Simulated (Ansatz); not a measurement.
## An input for BH3Cl− (SMILES [BH3-]Cl)

BH3Cl− has 5 atoms, charge -1, and is taken as a singlet. SMILES: `[BH3-]Cl`. The coordinates come from a GFN2-xTB relaxation.

```xyz
5

B     0.0824   -0.0479    0.1359
Cl   -0.8459    0.4965   -1.3970
H     1.2231   -0.2546   -0.2031
H    -0.4601   -1.0514    0.5327
H     0.0005    0.8574    0.9314
```

Settings wanted:

```
basis set            : STO-3G
task                 : energy
method               : FCI
reference            : RHF
accuracy             : high
frozen core orbitals : 6
```

Question: Write the Ansatz 0.2.0 input and the command.

Answer: One that was run (others would do as well):

input.yaml:
```yaml
basis:
  gaussian:
    orbitals: STO-3G
crystal:
  periodic: [false, false, false]
  atoms:
    - {symbol: B, position_ang: [0.082390, -0.047870, 0.135930]}
    - {symbol: Cl, position_ang: [-0.845860, 0.496450, -1.396970]}
    - {symbol: H, position_ang: [1.223080, -0.254620, -0.203070]}
    - {symbol: H, position_ang: [-0.460100, -1.051350, 0.532730]}
    - {symbol: H, position_ang: [0.000500, 0.857390, 0.931390]}
total_charge: -1
magnetization:
  spin_polarized: false
  initial_magnetization: 0
correlation:
  method: fci
  frozen_orbitals: {B: 1, Cl: 5, H: 0}
accuracy: high
```

```bash
$ ansatz run input.yaml --threads 1 --pin off --max-ram 2610MiB --events-out events.jsonl --progress --plain --runs-dir runs
```

Calculated total energy: -480.71770 Eh. Without diffuse functions such a state is poorly described.
